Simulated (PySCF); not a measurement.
Compound: C4H5FO.
Numbering: `[O:1]=[C:2]([F:3])[CH:4]1[CH2:5][CH2:6]1`

Structure used (PBE0-D3(BJ)/def2-TZVP), in Å, numbered top down from 1:
```
atom  x, y, z in Å
O1     1.9058   -0.0709   -1.0586
C2     1.4398    0.5027   -0.1340
F3     2.1803    1.3927    0.5577
C4     0.0870    0.3893    0.4199
C5    -0.5660   -0.9724    0.3436
C6    -1.0258    0.1009   -0.5619
H7    -0.1264    1.0143    1.2750
H8    -1.1862   -1.2495    1.1856
H9     0.0366   -1.7657   -0.0788
H10   -1.9743    0.5836   -0.3675
H11   -0.7313    0.0418   -1.6015
```

Probes without a nucleus sit at each ring's centroid and 1 Å off its mean plane on both sides; NICS is minus the shielding there, NICSzz its component along the normal. Level: GIAO B97-2/pcSseg-2 (PySCF, non-relativistic, gas phase) on the PBE0-D3(BJ)/def2-TZVP geometry, one conformer.

Ring bond lengths (Å): C4–C5 1.512, C5–C6 1.478, C6–C4 1.512.

**Question.** What do the NICS probes read (ppm)?

**Answer.** 
```json
{"ring": "C4–C5–C6", "type": "3-membered carbocycle; formal bonds all single", "NICS(0)": "-45.9", "NICS(1), two faces": "-9.3 / -8.6", "NICS(1)zz, two faces": "-25.6 / -24.9", "rms pucker (Å)": "0.00", "centre to ring atoms, mean (Å)": "0.87"}
```

**Question.** What can be read from them?

**Answer.** 
- C4–C5–C6: mean NICS(1)zz -25.3 ppm, shielded. C4, C5, C6 have four or more neighbours, and the NICS criterion for π rings isn't applied. NICS(0) lies 37 ppm below the mean NICS(1).

**Question.** At the second NICS(1) probe listed for ring C4–C5–C6, 1 Å off the ring, what do the in-plane components average?

**Answer.** The isotropic value is a third of the trace: (3 × -8.6 − (-24.9))/2 = -0.4 ppm.

**Question.** Give the inner angles of the rings.

**Answer.** 
- C4–C5–C6: C4 58.5°, C5 60.7°, C6 60.8°; sum 180.0° against 180° for a flat convex ring.

**Question.** What are the shieldings of the ring atoms and their hydrogens in the same run (means over atoms taken as equivalent)?

**Answer.** 
```
  atoms                    environment  σ isotropic (ppm)
     C4  sp3 carbon next to a carbonyl              172.6
C5 (×2)     three-membered-ring carbon              171.1
     H7               methine hydrogen              30.15
H8 (×2)             methylene hydrogen              30.66
H9 (×2)             methylene hydrogen              30.47
```

**Question.** How do the values depend on the level or the medium?

**Answer.** 
```csv
level,"NICS(0), C4–C5–C6","mean NICS(1)zz, C4–C5–C6"
"B97-2/pcSseg-2, gas",-45.9,-25.3
"KT3/pcSseg-2, gas",-44.6,-24.5
"PBE0/pcSseg-2, gas",-46.2,-25.5
"wB97X-D/pcSseg-2, gas",-46.0,-25.5
"WP04/pcSseg-2, IEF-PCM chloroform",-44.1,-24.0
"wB97X-D/pcSseg-2, IEF-PCM chloroform",-46.2,-25.5
```

The geometry is the same throughout; the continuum's cavity takes Bondi-type radii × 1.2.
